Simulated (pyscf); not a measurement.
`[F][Si]([F])[F]` [doublet] + `[NH3]` -> `[FH]` + `[NH2][Si]([F])[F]` [doublet], a four-centre exchange (doublet surface; F–Si, H–N broken, F–H, N–Si formed). Structures and frequencies: ωB97X-D3(BJ)/def2-SVP in PySCF. Energies in eV from the separated reactants.

AM1 to PM7: differences of heats of formation from MOPAC, which are fitted to 298 K values and so differ in kind from electronic energies by zero-point and thermal terms. Open shells are spin-unrestricted. 

In single points AM1 puts the saddle at 2.59 eV and the reaction energy at +0.45 eV. Should these be trusted to within a few kcal/mol? Compare with ωB97M-D3(BJ)/def2-TZVP.

ωB97M-D3(BJ)/def2-TZVP gives ΔE‡ = 0.89 eV and ΔE = +0.77 eV. AM1 lies 1.70 eV over it in the barrier and 0.32 eV under it in the reaction energy, so on this step it does not hold to within 0.13 eV. ωB97M-D3(BJ)/def2-TZVP has limits of its own. On the reactant side the descent ends in an adduct with a N–Si contact, 0.34 eV under the separated species and 1.21 eV under the saddle at ωB97X-D3(BJ)/def2-TZVP. On the product side the descent ends in a complex, 0.23 eV under the separated species and 0.38 eV under the saddle at ωB97X-D3(BJ)/def2-TZVP. What is counted as formed (N–Si) is already present as a longer contact in the reactant adduct; forming that adduct is a step of its own. The same reactants have a lower exit, to H₂N–Si(F)(F)–F + H• (barrier +0.55 eV at ωB97M-D3(BJ)/def2-TZVP, against +0.89 eV here). One saddle was located; it need not be the lowest between these sides.
